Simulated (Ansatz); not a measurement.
Results of LDA in Ansatz (plane waves, PAW) for bcc W.

A relaxed, unreconstructed slab of the (110) face has 6 atoms, two equal faces of 6.950 Å² each and an energy of -60775.9233 eV. A bulk cell of 2 atoms with the same orientation and in-plane k mesh has -20259.6913 eV. Energies are extrapolated to zero smearing.

Numerical settings: plane-wave cutoff 500 eV, 22×22×1 k mesh (along the axes of the cell as run), Fermi–Dirac smearing 0.1 eV, scalar-relativistic PAW data made under PBE.

Worked out: γ = (E_slab − N E_bulk per atom)/2A = [-60775.9233 − 6 × (-20259.6913/2)]/(2 × 6.950) = 0.2267 eV/Å². With 16.022 J/m² per eV/Å² this is 3.63 J/m², or 1.58 eV per surface cell and face.

Ansatz is a quantum-chemistry and plane-wave program.
